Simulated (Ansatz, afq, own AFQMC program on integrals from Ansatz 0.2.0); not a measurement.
## SiH₂O, triplet → SiH2O⁺, doublet

```
atom   x (Å)    y (Å)    z (Å)
  Si  0.0000   0.0000   0.5550
   O  0.0000   0.0000  -1.1214
   H  0.0000   1.3319   1.1682
   H  0.0000  -1.3319   1.1682
```

Connectivity, by distances: SiH2–O.

E(doublet, charge +1) − E(triplet, charge +0) at this geometry, on UHF and UHF determinants.

Basis cc-pVDZ. Noble-gas cores (and the filled d shells of Ga–Kr and In–Xe) are frozen. Integrals, coupled cluster, full CI and functionals: Ansatz 0.2.0; the random walks run on the same integrals in our own AFQMC program. ph-AFQMC/CISD is guided by a CISD state made of CCSD amplitudes; releasing the constraint for a short imaginary time cuts its bias at the price of noise, slowly where states lie close. Uncertainties: one standard error, sampling alone. The errors of all members are added in quadrature.

No full CI on the walks' own integrals is used here; CCSDT(Q) serves as the reference and is uncertain by about the last step of the cluster series. Each member takes its own surest rung, up to full CI.

The best estimate is CCSD(T) at the basis-set limit (CBS: def2-TZVPP and def2-QZVPP, with their diffuse functions for anions and beside diffuse sets, MP2 extrapolated, CCSD(T) minus MP2 from TZVPP) plus the step from CCSD(T) to CCSDT(Q) in cc-pVDZ. Rows without CBS are in cc-pVDZ, the functionals in def2-TZVP; B2PLYP and the wave-function rows carry a basis error of their own. Core correlation and relativity beyond core potentials are missing, and ± holds the sampling alone.

Cautions: SiH₂O (triplet): lower spins were not checked, its ph-AFQMC/CISD value lies 35 ± 11 meV above CCSDT(Q).

(1) Estimate: order these levels by their error in the vertical ionization energy against the best estimate, smallest first.
A. CCSD(T)
B. HF
C. HF/CBS
D. MP2

## Answers

(1) A (0.363 eV), D (0.420 eV), C (0.484 eV), B (0.542 eV).

Best estimates are given only where the step beyond CCSD(T) is under 0.3 eV and no member's determinant is very poor (T1 over 0.05, or 0.07 for open shells, ⟨S²⟩ too high by 0.3, two states mixed), so the hardest cases are missing from such tables.

Each member of a difference takes its own highest rung, so a best estimate needn't equal the limit plus the step of one row. A walk keeps the symmetry of its determinant, which the program's search chose and which needn't be the lowest solution, so a lower state of the same spin and another symmetry isn't excluded.
